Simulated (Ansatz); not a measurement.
C₆H₈ (`C=C1C=CCC1`), 14 atoms. Charge 0, multiplicity 1. All runs use 4 threads of an Intel Xeon Platinum 8488C on a shared host. Correlated methods freeze the cores.

Question: How many basis functions does each run have, and how long does it take in Ansatz? RKS PBE0-D4/def2-SVP energy; RKS PBE0-D4/def2-TZVP frequencies; RKS SPW92 (LDA)/def2-TZVPP energy; RHF-CCSD(T)/def2-SVP energy; RHF-CCSD(T)/def2-TZVPP energy; RKS ωB97M-V/def2-QZVPP energy; RHF-MP2/def2-QZVPP energy; RKS PBE0-D4/def2-QZVPP energy; RKS BHLYP-D4/def2-TZVPP energy; direct RPA on PBE orbitals/def2-TZVPP energy; RKS ωB97X-V/def2-TZVPP energy; RKS PBE-QIDH (frozen core)/def2-TZVPP energy. (An estimate is asked.)

Answer: The calculation gave: Other jobs shared the machine, so times are rough.

```csv
level,job,functions,wall time,peak host memory (GiB)
RKS PBE0-D4/def2-SVP,energy,124,0.9 s,0.28
RKS SPW92 (LDA)/def2-TZVPP,energy,298,1.2 s,0.41
RKS BHLYP-D4/def2-TZVPP,energy,298,2.7 s,0.82
direct RPA on PBE orbitals/def2-TZVPP,energy,298,5.5 s,0.94
RKS ωB97X-V/def2-TZVPP,energy,298,6 s,0.96
RKS PBE-QIDH (frozen core)/def2-TZVPP,energy,298,6.5 s,0.97
RHF-CCSD(T)/def2-SVP,energy,124,7.5 s,0.83
RKS PBE0-D4/def2-QZVPP,energy,582,9 s,2.2
RKS ωB97M-V/def2-QZVPP,energy,582,16 s,2.6
RHF-MP2/def2-QZVPP,energy,582,30 s,5.2
RKS PBE0-D4/def2-TZVP,frequencies,234,3.2 min,0.73
RHF-CCSD(T)/def2-TZVPP,energy,298,7.3 min,4
```
